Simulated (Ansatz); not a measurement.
Ansatz (a program for electronic structure) input:

Ansatz 0.2 input:
```yaml
crystal:
  periodic: [false, false, false]
  atoms:
    - {symbol: C, position_ang: [0.04331652, 0.08857560, -0.05016834]}
    - {symbol: O, position_ang: [0.28420037, 1.16326135, -0.56413326]}
    - {symbol: O, position_ang: [-1.17571396, -0.20940703, 0.47575220]}
    - {symbol: H, position_ang: [-1.73368907, 0.57233750, 0.34585940]}
    - {symbol: C, position_ang: [0.98613656, -0.99360220, 0.07293969]}
    - {symbol: H, position_ang: [0.70810696, -1.92539382, 0.54158403]}
    - {symbol: H, position_ang: [1.98097231, -0.84761866, -0.31702305]}
basis:
  gaussian:
    orbitals: aug-cc-pVDZ
magnetization: {spin_polarized: true, initial_magnetization: 1}
correlation: {method: ccsd_t, electrons: outside_noble_gas}
output: {forces: true}
```

**Question.** Predict the final energy.

**Answer.** -227.90945 Eh (CCSD(T)/aug-cc-pVDZ). The basis has 119 functions.

It need not be the lowest isomer of its formula.
